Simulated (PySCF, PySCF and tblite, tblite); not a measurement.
# C₆H₅F: telling isomers apart by computed NMR, part 3 of 3

PySCF and tblite. Atoms count from 0. Earlier steps stand in the parts before.

## 18. Shieldings, isomer C, conformer 1: wB97X/aug-cc-pVDZ

Job settings and geometry (Å):

```
{"job": {"xc": "wB97X", "basis": "aug-cc-pVDZ", "grid": 3, "kind": "nmr", "pop": false}, "charge": 0, "multiplicity": 1}
C      2.015754    -0.039892    -0.004051
C      0.680239    -0.047159    -0.007304
C     -0.237606    -1.180447    -0.152354
C     -1.501642    -0.714270    -0.095003
C     -1.494051     0.736546     0.088979
C     -0.206772     1.113223     0.138475
F      0.273790     2.340388     0.294614
H      2.575492     0.878171     0.113404
H      2.595536    -0.945587    -0.117886
H      0.083754    -2.202180    -0.281343
H     -2.409842    -1.294506    -0.169914
H     -2.373454     1.355027     0.166356
```

Log:

```text
coarse grid: 10704 points
cycle   1  E = -331.3095487212  dE =  1.611e+00  |g| = 4.640e-01  |ddm| = 1.578e+01
cycle   2  E = -331.3303237015  dE = -2.077e-02  |g| = 4.242e-01  |ddm| = 2.446e+00
cycle   3  E = -331.3603672443  dE = -3.004e-02  |g| = 5.238e-02  |ddm| = 1.034e+00
cycle   4  E = -331.3610626742  dE = -6.954e-04  |g| = 2.214e-02  |ddm| = 2.611e-01
cycle   5  E = -331.3611974822  dE = -1.348e-04  |g| = 9.123e-03  |ddm| = 1.122e-01
cycle   6  E = -331.3612242457  dE = -2.676e-05  |g| = 1.968e-03  |ddm| = 3.398e-02
cycle   7  E = -331.3612296924  dE = -5.447e-06  |g| = 1.282e-03  |ddm| = 1.878e-02
final grid: 148016 points
cycle   8  E = -331.3749142372  dE = -8.988e-05  |g| = 6.147e-03  |ddm| = 7.036e-01
cycle   9  E = -331.3749157504  dE = -1.513e-06  |g| = 6.608e-03  |ddm| = 7.158e-02
cycle  10  E = -331.3749226743  dE = -6.924e-06  |g| = 5.171e-04  |ddm| = 1.307e-02
cycle  11  E = -331.3749228249  dE = -1.506e-07  |g| = 3.155e-04  |ddm| = 6.906e-03
cycle  12  E = -331.3749228729  dE = -4.804e-08  |g| = 1.072e-04  |ddm| = 1.957e-03
cycle  13  E = -331.3749228864  dE = -1.347e-08  |g| = 6.593e-05  |ddm| = 8.216e-04
cycle  14  E = -331.3749228915  dE = -5.094e-09  |g| = 1.588e-05  |ddm| = 6.556e-04
cycle  15  E = -331.3749228918  dE = -3.469e-10  |g| = 8.523e-06  |ddm| = 1.859e-04
converged SCF energy = -331.3749228918

GIAO shielding tensors (ppm)
atom      isotropic    diamagn.    paramagn.     s11        s22        s33       span
  0 C       76.476     235.034    -158.558    -18.099     60.728    186.799    204.898
  1 C       55.010     138.315     -83.305    -44.887     56.800    153.117    198.003
  2 C       84.457     254.251    -169.793    -16.772    107.712    162.432    179.203
  3 C       67.299     243.828    -176.529    -37.646     72.207    167.336    204.982
  4 C       92.902     232.398    -139.496     18.268     97.503    162.935    144.668
  5 C       40.507     282.302    -241.795    -46.346     83.601     84.266    130.613
  6 F      344.027     464.805    -120.778    244.311    321.833    465.936    221.625
  7 H       25.366      35.262      -9.896     23.096     24.200     28.802      5.706
  8 H       25.600      34.071      -8.471     23.468     24.759     28.571      5.103
  9 H       25.815      37.007     -11.192     24.513     24.727     28.204      3.692
 10 H       25.095      36.690     -11.596     23.561     24.413     27.310      3.749
 11 H       25.920      33.969      -8.049     24.688     24.695     28.376      3.688
```

Run time: 48 s. Hardware: 1 thread of Intel Xeon Platinum 8259CL at 2.50GHz, shared host; peak memory 0.98 GiB.

In short: HOMO -8.59 eV, LUMO -0.10 eV; dipole 1.25 D.

## 19. Single-point energy, isomer C, conformer 1: OLYP/6-31+G*

Changed since step 18:

```diff
@@ -1,2 +1,2 @@
-{"job": {"xc": "wB97X", "basis": "aug-cc-pVDZ", "grid": 3, "kind": "nmr", "pop": false}, "charge": 0, "multiplicity": 1}
+{"job": {"xc": "OLYP", "basis": "6-31+G*", "kind": "sp"}, "charge": 0, "multiplicity": 1}
 C      2.015754    -0.039892    -0.004051
```

Log:

```text
coarse grid: 10704 points
cycle   1  E = -331.3165223047  dE =  1.010e+00  |g| = 5.713e-01  |ddm| = 6.138e+00
cycle   2  E = -331.1615831728  dE =  1.549e-01  |g| = 9.449e-01  |ddm| = 5.455e+00
cycle   3  E = -331.3745061004  dE = -2.129e-01  |g| = 2.829e-01  |ddm| = 3.945e+00
cycle   4  E = -331.3980424067  dE = -2.354e-02  |g| = 6.296e-02  |ddm| = 7.310e-01
cycle   5  E = -331.3983738130  dE = -3.314e-04  |g| = 4.788e-02  |ddm| = 1.953e-01
cycle   6  E = -331.3989907152  dE = -6.169e-04  |g| = 1.320e-02  |ddm| = 1.386e-01
cycle   7  E = -331.3990312210  dE = -4.051e-05  |g| = 4.421e-03  |ddm| = 2.649e-02
cycle   8  E = -331.3990358890  dE = -4.668e-06  |g| = 6.451e-04  |ddm| = 1.179e-02
final grid: 105712 points
cycle   9  E = -331.3285253382  dE = -5.104e-05  |g| = 1.035e-02  |ddm| = 3.726e-01
cycle  10  E = -331.3284927628  dE =  3.258e-05  |g| = 1.509e-02  |ddm| = 8.663e-02
cycle  11  E = -331.3285458177  dE = -5.305e-05  |g| = 5.307e-03  |ddm| = 5.467e-02
cycle  12  E = -331.3285542814  dE = -8.464e-06  |g| = 6.137e-04  |ddm| = 1.178e-02
cycle  13  E = -331.3285543316  dE = -5.021e-08  |g| = 4.223e-04  |ddm| = 2.052e-03
cycle  14  E = -331.3285543809  dE = -4.928e-08  |g| = 8.578e-05  |ddm| = 8.332e-04
cycle  15  E = -331.3285543830  dE = -2.053e-09  |g| = 1.890e-05  |ddm| = 2.309e-04
cycle  16  E = -331.3285543830  dE = -7.014e-11  |g| = 7.918e-06  |ddm| = 6.617e-05
converged SCF energy = -331.3285543830
```

Run time: 20 s. Hardware: 1 thread of Intel Xeon Platinum 8259CL at 2.50GHz, shared host.

Key values: HOMO -5.05 eV, LUMO -2.78 eV; dipole 1.17 D.

## 20. Boltzmann average, isomer C: properties at wB97X/aug-cc-pVDZ

Job settings and geometry (Å):

```
{"job": {"study": "conf", "smiles": "C=C1C=CC=C1F", "search": {"seed": 8287, "n_embed": 45, "ff_keep": 10, "window": 2.5, "nmax": 5, "temps": [250, 298.15, 350], "t_ref": 298.15, "order": 0.001}, "level": {"nmr": {"xc": "wB97X", "basis": "aug-cc-pVDZ", "grid": 3}, "sp": {"xc": "OLYP", "basis": "6-31+G*"}, "alter": {"geometry": "GFN1-xTB"}, "change": "wB97X/aug-cc-pVDZ; energies OLYP/6-31+G*; grid level 3; GFN1-xTB geometries"}, "kind": "conf"}, "charge": 0, "multiplicity": 1}
C      2.015754    -0.039892    -0.004051
C      0.680239    -0.047159    -0.007304
C     -0.237606    -1.180447    -0.152354
C     -1.501642    -0.714270    -0.095003
C     -1.494051     0.736546     0.088979
C     -0.206772     1.113223     0.138475
F      0.273790     2.340388     0.294614
H      2.575492     0.878171     0.113404
H      2.595536    -0.945587    -0.117886
H      0.083754    -2.202180    -0.281343
H     -2.409842    -1.294506    -0.169914
H     -2.373454     1.355027     0.166356
```

Log:

```text
conformer  sym    E(xTB)   E(DFT)   G(298.15 K)  weight  dipole/D
    1     Cs      0.000    0.000    0.000   1.0000    1.167

mean shielding (ppm) by class
class atoms           250 K   298.15 K      350 K
  0 C  0             76.476     76.476     76.476
  1 C  1              55.01      55.01      55.01
  2 C  2             84.457     84.457     84.457
  3 C  3             67.299     67.299     67.299
  4 C  4             92.902     92.902     92.902
  5 C  5             40.507     40.507     40.507
  6 F  6            344.027    344.027    344.027
  7 H  7             25.366     25.366     25.366
  8 H  8             25.599     25.599     25.599
  9 H  9             25.815     25.815     25.815
 10 H  10            25.095     25.095     25.095
 11 H  11             25.92      25.92      25.92
```

Run time: 68 s. Hardware: 1 thread of Intel Xeon Platinum 8259CL at 2.50GHz, shared host. This counts the runs that the step sums up.

Against the first level, at 298 K (shieldings, ppm; largest changes first):

```csv
atoms,KT3/pcSseg-1 in chloroform,wB97X/aug-cc-pVDZ,change
F6,308.7,344.0,+35.3
C0,63.2,76.5,+13.3
C5,27.9,40.5,+12.6
C4,81.2,92.9,+11.7
C1,45.7,55.0,+9.3
C2,75.8,84.5,+8.6
C3,59.4,67.3,+7.9
H9,26.13,25.82,-0.31
H10,25.40,25.09,-0.30
H11,26.00,25.92,-0.08
```

Weights: from B3LYP/def2-TZVP in chloroform energies 1: 100 %; from OLYP/6-31+G* energies 1: 100 % (with a dispersion term where the level has one and the same thermal terms, so they don't follow from the SCF energies alone). Times: 38 s and 68 s.

## 21. The test of assignment

Job settings and geometry (Å):

```
{"job": {"study": "set", "relation": "constitutional isomers", "members": [{"smiles": "[CH2:1]=[C:2]1[CH:3]=[CH:4][C:5]([F:6])=[CH:7]1"}, {"smiles": "[F:1][CH:2]=[C:3]1[CH:4]=[CH:5][CH:6]=[CH:7]1"}, {"smiles": "[CH2:1]=[C:2]1[CH:3]=[CH:4][CH:5]=[C:6]1[F:7]"}, {"smiles": "[F:1][c:2]1[cH:3][cH:4][cH:5][cH:6][cH:7]1"}], "charge": 0, "search": {"seed": 8287, "n_embed": 45, "ff_keep": 10, "window": 2.5, "nmax": 5, "temps": [250, 298.15, 350], "t_ref": 298.15, "order": 0.001}, "level": {"nmr": {"xc": "KT3", "basis": "pcSseg-1", "solvent": "chloroform"}, "sp": {"xc": "B3LYP", "basis": "def2-TZVP", "solvent": "chloroform"}}, "dp4": {"C": [1.5, 10], "H": [0.15, 10]}, "second_levels": [{"nmr": {"xc": "wB97X", "basis": "aug-cc-pVDZ", "grid": 3}, "wide": true, "sp": {"xc": "OLYP", "basis": "6-31+G*"}, "alter": {"geometry": "GFN1-xTB"}, "change": "wB97X/aug-cc-pVDZ; energies OLYP/6-31+G*; grid level 3; GFN1-xTB geometries"}], "kind": "set"}, "charge": 0, "multiplicity": 1}
C      2.021467     0.106089    -0.072098
C      0.689122     0.037653    -0.026054
C     -0.118339    -1.177381     0.117010
C     -1.415613    -0.830706     0.121369
C     -1.482287     0.616046    -0.018976
F     -2.646158     1.275539    -0.049506
C     -0.252895     1.149696    -0.107683
H      2.535784     1.046397    -0.179912
H      2.632663    -0.778288    -0.003136
H      0.298750    -2.162619     0.200983
H     -2.278078    -1.464013     0.209197
H      0.016783     2.180900    -0.217221
```

Log:

```text
isomer  G rel   conformers  SMILES
A    34.514      1   C=C1C=CC(F)=C1
B    34.049      1   FC=C1C=CC=C1
C    36.995      1   C=C1C=CC=C1F
D     0.000      1   Fc1ccccc1

signals of isomer C at the second level: probabilities [0.0, 0.0, 1.0, 0.0]
```

Wall time 3.7 min (1 thread of Intel Xeon Platinum 8259CL at 2.50GHz, shared host); peak memory 0.98 GiB. This counts the whole study up to here.

The 4 candidates (constitutional isomers), with energies and dipoles from their ensembles above, at 298 K; shieldings at KT3/pcSseg-1 in chloroform:

| isomer | SMILES | conformers | ΔE | ΔG | μ rms (D) |
| --- | --- | --- | --- | --- | --- |
| A | C=C1C=CC(F)=C1 | 1 | 36.52 | 34.51 | 2.44 |
| B | FC=C1C=CC=C1 | 1 | 35.97 | 34.05 | 1.26 |
| C | C=C1C=CC=C1F | 1 | 39.03 | 36.99 | 1.56 |
| D | Fc1ccccc1 | 1 | 0.00 | 0.00 | 1.86 |

Energies in kcal/mol.

The signals of isomer C, computed at a second level (wB97X/aug-cc-pVDZ on GFN1-xTB geometries), stand in for a spectrum. The test takes 6 C values, 5 H values (hydrogens on carbon alone). Each candidate's shieldings are matched to them as sorted lists by a straight-line fit, or by a shift alone where signals are few or close (slope 1; a small slope inflates the errors), and the errors are weighed by Student-t tails (C: width 1.5 ppm, H: width 0.15 ppm).

```
candidate  C slope  C mean error  C largest  H slope  H mean error  H largest   P(C)  P(H)  P(all)
        A     1.24           4.0        7.8     0.75          0.18       0.33    0.0   0.8     0.0
        B     0.74           6.0       14.9     1.47          0.11       0.23    0.0  21.8     0.0
        C     1.01           2.0        2.7     0.99          0.10       0.14  100.0  46.4   100.0
        D     0.88           6.6       15.2     0.46          0.11       0.20    0.0  31.0     0.0
```

Errors in ppm, probabilities in per cent.

## 22. Summary of results

This closing draws on all 3 parts.

| quantity | value |
| --- | --- |
| conformers, isomer A | 1; the first in weight is no. 1 (Cs), 100 % at 298 K |
| root-mean-square dipole, isomer A | 2.44 D |
| averaged $^{13}$C shifts, isomer A (KT3/pcSseg-1 in chloroform) | 168.3, 143.0, 124.9, 121.3, 119.7, 94.6 ppm |
| averaged $^{1}$H shifts, isomer A (KT3/pcSseg-1 in chloroform) | 6.38, 6.17, 6.16, 6.10, 5.55 ppm |
| conformers, isomer B | 1; the first in weight is no. 1 (Cs), 100 % at 298 K |
| root-mean-square dipole, isomer B | 1.26 D |
| averaged $^{13}$C shifts, isomer B (KT3/pcSseg-1 in chloroform) | 156.4, 126.8, 126.5, 126.1, 116.3, 111.1 ppm |
| averaged $^{1}$H shifts, isomer B (KT3/pcSseg-1 in chloroform) | 7.65, 6.68, 6.58, 6.48, 6.25 ppm |
| conformers, isomer C | 1; the first in weight is no. 1 (Cs), 100 % at 298 K |
| root-mean-square dipole, isomer C | 1.56 D |
| averaged $^{13}$C shifts, isomer C (KT3/pcSseg-1 in chloroform) | 157.4, 139.6, 125.9, 122.1, 109.5, 104.1 ppm |
| averaged $^{1}$H shifts, isomer C (KT3/pcSseg-1 in chloroform) | 6.39, 6.35, 6.15, 5.74, 5.62 ppm |
| conformers, isomer D | 1; the first in weight is no. 1 (C2v), 100 % at 298 K |
| root-mean-square dipole, isomer D | 1.86 D |
| averaged $^{13}$C shifts, isomer D (KT3/pcSseg-1 in chloroform) | 162.1, 124.5, 118.6, 110.8 ppm |
| averaged $^{1}$H shifts, isomer D (KT3/pcSseg-1 in chloroform) | 7.50, 7.22, 7.18 ppm |
| lowest in free energy | isomer D |
| signals of C (wB97X/aug-cc-pVDZ on GFN1-xTB geometries) | best fit C, 100 % |

**Reading.** The search found one conformer for isomer A in the window, so the averages are its own values. The search found one conformer for isomer B in the window, so the averages are its own values. The search found one conformer for isomer C in the window, so the averages are its own values. The search found one conformer for isomer D in the window, so the averages are its own values. Going from KT3/pcSseg-1 in chloroform to wB97X/aug-cc-pVDZ moves F6 of isomer C most, by 35.3 ppm of raw shielding (the geometries differ too). The test names the right isomer, C, with 100 %. The stand-in spectrum is computed, so it shares conformers and some errors with the candidates; a measured one would test harder.
